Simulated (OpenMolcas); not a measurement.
## PH2 (SMILES [PH2]): the vertical ionisation energy, rung by rung

PH2: 3 atoms, total charge 0, spin state doublet. SMILES: `[PH2]`. The coordinates come from a GFN2-xTB relaxation.

```xyz
3

P     0.5145   -0.3028    0.2527
H     0.1115    1.0274    0.1724
H    -0.6260   -0.7246   -0.4251
```

Quantity: the vertical ionisation energy (to the singlet cation), in eV. The values are calculated.

| level | kind | program | value (eV) | less FCI/pcseg-0 |
| --- | --- | --- | --- | --- |
| UHF/pcseg-0 | Hartree–Fock | OpenMolcas | 9.67 | +0.12 |
| USVWN5/pcseg-0 | LDA | OpenMolcas | 10.26 | +0.71 |
| UPBE/pcseg-0 | GGA | OpenMolcas | 10.21 | +0.66 |
| U-r2SCAN/pcseg-0 | meta-GGA | OpenMolcas | 10.45 | +0.90 |
| UM06-2X/pcseg-0 | hybrid meta-GGA | OpenMolcas | 10.18 | +0.63 |
| CASPT2(7,6)/pcseg-0 | multireference | OpenMolcas | 9.50 | -0.05 |
| SC-NEVPT2(7,6)/pcseg-0 | multireference | OpenMolcas | 9.47 | -0.08 |
| ROCCSD(T)/pcseg-0 | coupled cluster or CI | OpenMolcas | 9.55 | 0.00 |
| FCI/3-21G | exact in the basis | OpenMolcas | 9.47 | -0.08 |
| FCI/pcseg-0 | exact in the basis | OpenMolcas | 9.55 | 0.00 |

FCI/pcseg-0 is exact within its basis and frozen core, so for wave-function methods in that basis the difference is their error; functionals converge differently with the basis, so for them it is only a difference. The values span 9.47 to 10.45 eV. All rows use very small basis sets, so even the best lies far from the true value.
